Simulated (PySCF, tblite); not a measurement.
Dissociation curve of Li2, singlet.

Computed with: GFN2-xTB, 300 K electronic temperature (tblite); UCCSD = PySCF with CCSD on UHF/cc-pVDZ; UCCSD(T) = CCSD(T) on UHF/cc-pVDZ (PySCF 2.14.0); UKS-PBE = unrestricted PBE/cc-pVDZ in PySCF.

Energies are in kJ/mol, each relative to the lowest point of its own curve near equilibrium.

```json
[
 {"R / Å": "2.08", "GFN2-xTB": "5.1", "UCCSD": "40.5", "UCCSD(T)": "40.2", "UKS-PBE": "48.4"},
 {"R / Å": "2.20", "GFN2-xTB": "___", "UCCSD": "24.6", "UCCSD(T)": "24.4", "UKS-PBE": "29.7"},
 {"R / Å": "2.33", "GFN2-xTB": "0.0", "UCCSD": "12.7", "UCCSD(T)": "12.6", "UKS-PBE": "15.6"},
 {"R / Å": "2.46", "GFN2-xTB": "2.1", "UCCSD": "5.1", "UCCSD(T)": "5.1", "UKS-PBE": "6.6"},
 {"R / Å": "2.60", "GFN2-xTB": "7.1", "UCCSD": "0.9", "UCCSD(T)": "0.9", "UKS-PBE": "1.5"},
 {"R / Å": "2.65", "GFN2-xTB": "9.5", "UCCSD": "0.2", "UCCSD(T)": "0.2", "UKS-PBE": "___"},
 {"R / Å": "2.74", "GFN2-xTB": "14.5", "UCCSD": "0.0", "UCCSD(T)": "0.0", "UKS-PBE": "0.0"},
 {"R / Å": "2.83", "GFN2-xTB": "___", "UCCSD": "0.8", "UCCSD(T)": "0.9", "UKS-PBE": "0.5"},
 {"R / Å": "2.88", "GFN2-xTB": "23.8", "UCCSD": "1.7", "UCCSD(T)": "1.7", "UKS-PBE": "1.2"},
 {"R / Å": "3.02", "GFN2-xTB": "34.5", "UCCSD": "5.4", "UCCSD(T)": "5.4", "UKS-PBE": "4.4"},
 {"R / Å": "3.21", "GFN2-xTB": "47.8", "UCCSD": "12.6", "UCCSD(T)": "12.7", "UKS-PBE": "___"},
 {"R / Å": "3.41", "GFN2-xTB": "57.1", "UCCSD": "21.9", "UCCSD(T)": "21.9", "UKS-PBE": "19.4"},
 {"R / Å": "3.74", "GFN2-xTB": "85.5", "UCCSD": "38.2", "UCCSD(T)": "38.2", "UKS-PBE": "34.0"},
 {"R / Å": "4.07", "GFN2-xTB": "116.2", "UCCSD": "53.5", "UCCSD(T)": "53.4", "UKS-PBE": "___"},
 {"R / Å": "4.49", "GFN2-xTB": "155.2", "UCCSD": "69.2", "UCCSD(T)": "69.0", "UKS-PBE": "60.8"},
 {"R / Å": "4.91", "GFN2-xTB": "192.3", "UCCSD": "79.9", "UCCSD(T)": "79.6", "UKS-PBE": "70.4"},
 {"R / Å": "5.53", "GFN2-xTB": "239.8", "UCCSD": "88.5", "UCCSD(T)": "88.2", "UKS-PBE": "78.4"},
 {"R / Å": "6.10", "GFN2-xTB": "273.5", "UCCSD": "91.9", "UCCSD(T)": "91.8", "UKS-PBE": "81.6"},
 {"R / Å": "6.69", "GFN2-xTB": "298.7", "UCCSD": "93.4", "UCCSD(T)": "93.5", "UKS-PBE": "___"},
 {"R / Å": "7.37", "GFN2-xTB": "318.4", "UCCSD": "94.1", "UCCSD(T)": "94.2", "UKS-PBE": "83.2"},
 {"R / Å": "8.27", "GFN2-xTB": "—", "UCCSD": "94.4", "UCCSD(T)": "94.6", "UKS-PBE": "83.4"}
]
```

Problem. What belongs in the gaps?

Solution. 
- 2.20, GFN2-xTB: 0.9
- 2.65, UKS-PBE: 0.6
- 2.83, GFN2-xTB: 20.3
- 3.21, UKS-PBE: 10.9
- 4.07, UKS-PBE: 47.3
- 6.69, UKS-PBE: 82.8

A dash means that the run gave no value there, or that the column was ended at a point which the program doubted or which failed a test of continuity chosen for this set; such a test can also cut sound points.

The unrestricted determinant behind UCCSD, UCCSD(T) is spin-contaminated at 2.08 to 8.27 Å (<S²> up to 1.0, against 0.00 for a pure singlet). The unrestricted determinant behind UKS-PBE is spin-contaminated at 3.41 to 8.27 Å (<S²> up to 1.0, against 0.00 for a pure singlet).
